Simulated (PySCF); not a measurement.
# Which determinant of SiN⁺ lies lowest?

Unrestricted PBE0; PySCF, no relativity, basis sets Si def2-SVP, N def2-SVP. Outer shells of the fragments: Si+ 3s2 3p1; N 2s2 2p3.

Followed along the bond (rough minima from three points):

```csv
2Ms+1,unpaired,⟨S²⟩ at the start,R at minimum (Å),Te (eV)
3,π ↑↑,2.01,1.80,0.00
3,"σ ↑, π ↑",2.12,1.69,0.16
1,π ↑↓,1.00,1.80,0.51
1,"σ ↓, π ↑",1.02,1.67,0.58
5,"σ ↑, π ↑↑↑",6.01,none in the scan,≤ 2.12
```

Solutions found at the starting distance of 1.870 Å, counted from the lowest of them; the search is not exhaustive and high or unbound solutions are not listed, so other states can lie among these:

```json
{"2Ms+1": "3", "unpaired": "π ↑↑", "term": "³Σ⁻", "E (eV)": "0.00", "⟨S²⟩": "2.01", "⟨Lz²⟩": "0.00", "μ (D)": "-2.90"}
{"2Ms+1": "3", "unpaired": "σ ↑, π ↑", "term": "³Π", "E (eV)": "0.49", "⟨S²⟩": "2.12", "⟨Lz²⟩": "1.01", "μ (D)": "-2.91"}
{"2Ms+1": "1", "unpaired": "π ↑↓", "term": "mixed", "E (eV)": "0.51", "⟨S²⟩": "1.00", "⟨Lz²⟩": "2.01", "μ (D)": "-2.80"}
{"2Ms+1": "1", "unpaired": "σ ↓, π ↑", "term": "mixed", "E (eV)": "0.99", "⟨S²⟩": "1.02", "⟨Lz²⟩": "1.03", "μ (D)": "-3.39"}
{"2Ms+1": "1", "unpaired": "none", "term": "mixed", "E (eV)": "1.94", "⟨S²⟩": "0.00", "⟨Lz²⟩": "2.00", "μ (D)": "-2.46"}
{"2Ms+1": "5", "unpaired": "σ ↑, π ↑↑↑", "term": "⁵Π", "E (eV)": "2.31", "⟨S²⟩": "6.01", "⟨Lz²⟩": "1.01", "μ (D)": "-1.28"}
{"2Ms+1": "1", "unpaired": "none", "term": "mixed", "E (eV)": "3.00", "⟨S²⟩": "0.39", "⟨Lz²⟩": "0.00", "μ (D)": "-3.94"}
{"2Ms+1": "3", "unpaired": "σ ↑, π ↑↑↓", "term": "mixed", "E (eV)": "3.25", "⟨S²⟩": "3.01", "⟨Lz²⟩": "3.01", "μ (D)": "-1.64"}
{"2Ms+1": "3", "unpaired": "σ ↓, π ↑↑↑", "term": "mixed", "E (eV)": "3.35", "⟨S²⟩": "3.03", "⟨Lz²⟩": "1.01", "μ (D)": "-1.28"}
{"2Ms+1": "1", "unpaired": "σ ↑, π ↑↓↓", "term": "mixed", "E (eV)": "3.64", "⟨S²⟩": "2.03", "⟨Lz²⟩": "3.01", "μ (D)": "-1.02"}
```

A term symbol is given only where ⟨S²⟩ and ⟨Lz²⟩ are close to those of a pure state; real π, δ and φ orbitals otherwise mix terms. A positive dipole points towards N; it is taken about the centre of mass and depends on that origin.

Question: Compare the gap between the two lowest followed solutions at the starting distance with the gap between their minima.

Answer: At PBE0 the second solution (triplet, unpaired electrons σ ↑, π ↑) lies +0.49 eV from the first (triplet, unpaired electrons π ↑↑) at 1.870 Å and +0.16 eV at the minima; the two curves relax by different amounts, since their minima lie near 1.69 and 1.80 Å.
